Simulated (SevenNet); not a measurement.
# Tetradymite Bi₂Te₃

The numbers are results of the machine-learned potential SevenNet-0 (trained on PBE and PBE+U data), not measurements.

Cell (relaxed at this level):

```
Bi2Te3
1.0
    2.22379     1.28391    10.70795
   -2.22379     1.28391    10.70795
    0.00000    -2.56782    10.70795
Bi Te
2 3
Direct
  0.39704   0.39704   0.39704
  0.60296   0.60296   0.60296
  0.00000   0.00000   0.00000
  0.21591   0.21591   0.21591
  0.78409   0.78409   0.78409
```

```
Quantity               Value
------------------  --------
lattice constant a   4.448 Å
c axis length       32.124 Å
```

Measured, for comparison: lattice constant a 4.386 Å, lattice parameter c 30.497 Å (temperature not stated, no zero-point or thermal correction; as tabulated in Luo et al. (2012), arXiv:1308.1523). Computed (rounded) less measured: lattice constant a +1.4 %, lattice parameter c +5.3 %.

A machine-learned potential is trained on density-functional data: it inherits that level's misses and adds fitting errors of its own.

Note: the model gives imaginary modes for this phase (in the spectrum interpolated from a supercell); this model's volume lies 9 % above that of the starting cell (a measured, published or database cell).
